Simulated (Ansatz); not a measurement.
The reference is Pd in the fcc (Cu type) structure (space group Fm-3m, No. 225; a = 3.943 Å).

Level of theory: Ansatz (a program for electronic structure), PBE, PAW, cutoff 420 eV, scalar-relativistic without spin-orbit coupling.

Now apply this change: full substitution Pd → Ag; the structure is relaxed again.

Measured lattice parameter a: Pd 3.876 Å (static lattice; corrected from measurement; as listed in Daniel Mejia-Rodriguez, S. B. Trickey, Phys. Rev. B (2018)); Ag 4.062 Å (static lattice; corrected from measurement; as listed in Daniel Mejia-Rodriguez, S. B. Trickey, Phys. Rev. B (2018)).

How well does PBE reproduce the measured shift?

With PBE the lattice parameter a moves by +0.206 Å (3.943 → 4.149) against +0.186 Å measured.

Stability against distortions was not tested. The final runs are not spin-polarised.
